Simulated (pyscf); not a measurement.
Elementary routes open to H₃Si–GaH–PH₂ in the gas phase (singlet surface):
A. H₂P–Ga [singlet] + silane (SiH₄) (Ga–Si, Ga–H broken; H–Si formed)
B. HP=GaH + silane (SiH₄) (H–P, Ga–Si broken; H–Si formed)

PySCF, gas phase, ωB97X-D3(BJ)/def2-SVP geometries. MP2 and CC: frozen core, UHF for open shells. ΔMP2 is the change of the MP2 total energy from the triple- to the quadruple-zeta basis.

Rank the routes by free-energy barrier at 1200 K, lowest first, for CCSD(T)/def2-TZVPP + ΔMP2(QZVPP) energies (ideal gas, 1 atm, RRHO with modes under 100 cm⁻¹ raised to 100, one conformer, R ln 2 for chiral ones without a mode under 150 cm⁻¹).

A (39.6 kcal/mol), B (56.0 kcal/mol)

Route A is the fastest of these, ahead of the next by 16.3 kcal/mol. The most stable products are those of A (ΔG = -18.0 kcal/mol), so kinetics and thermodynamics agree. At 298 K A is still the fastest. A: On the product side the descent ends in a complex (not fully relaxed), 4.8 kcal/mol under the separated species and 24.8 kcal/mol under the saddle at ωB97X-D3(BJ)/def2-TZVP. B: On the product side the descent ends in a complex, 5.0 kcal/mol under the separated species and 29.7 kcal/mol under the saddle at ωB97X-D3(BJ)/def2-TZVP. Only these routes are compared; each barrier is that of the saddle found, and lower ones may exist. The CCSD(T) − MP2 part came from Ansatz, without density fitting, on the same reference. The frozen core leaves the outer d or s,p core shells of the metals and heavy elements correlated in the MP2 and CC values, and def2-TZVPP describes them poorly, which can shift differences by a few kcal/mol. Elements up to Kr have no core potential and no relativistic terms here.
